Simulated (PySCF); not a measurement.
**Ionising NO**

ROHF-CCSD(T); PySCF, no relativity, basis sets N 6-31G(d,p), O 6-31G(d,p). Neutral (ROHF): doublet (π ↑), Re = 1.173 Å, ωe = 1896 cm⁻¹, De = 5.67 eV.

NO⁺ (RHF): singlet (closed shell), Re = 1.088 Å, ωe = 2341 cm⁻¹, De = 9.66 eV to N + O⁺. The energies at the minima are -129.57530 hartree for NO and -129.24500 for NO⁺.

Question: Work out the adiabatic ionisation energy, without and with harmonic zero-point energies (1 hartree = 27.2114 eV, 1 eV = 8065.5 cm⁻¹), and the change of the bond length.

Answer: At CCSD(T): 0.33030 hartree = 8.988 eV between the minima; the zero-point term (2341.0 − 1896.0)/2 cm⁻¹ = +0.028 eV makes it 9.016 eV. Re changes by -8.5 pm against the neutral. The electron leaves a π orbital, and the shorter bond of the ion fits an antibonding orbital, or a change in how ionic the bond is.

Correlated steps freeze 2 core orbitals. Correlated levels converge slowly with the basis: in double zeta they bind strong bonds too weakly, by up to about 1 eV, and carry superposition errors of some tenths. For an ion De counts to the pair picked by the measured ionisation energies or electron affinities, which need not be the lowest pair at this level. Where the molecule has an RHF reference, its open-shell atoms are computed with UHF. States were picked by a PBE0 search and need not be the measured ground states.
